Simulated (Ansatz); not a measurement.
## Ansatz (development build ahead of 0.2.0) run

```yaml
crystal:
  periodic: [false, false, false]
  atoms:
    - { symbol: Si, position_ang: [0.0, 0.0, 0.0] }
    - { symbol: H, position_ang: [2.58099, 0.0, 0.0] }
    - { symbol: H, position_ang: [-2.58099, 0.0, 0.0] }
basis:
  gaussian: { orbitals: "6-31G" }
magnetization:
  initial_magnetization: 2
hamiltonian:
  xc: hf
correlation:
  method: fci
  frozen_orbitals: { H: 0, Si: 5 }
```

The input is written out in the form of the current development build from the run's settings.

The run gave:

```json
{"Converged": "yes", "Total energy": "-289.88163 hartree", "State": "lowest triplet root, of any spatial symmetry"}
```
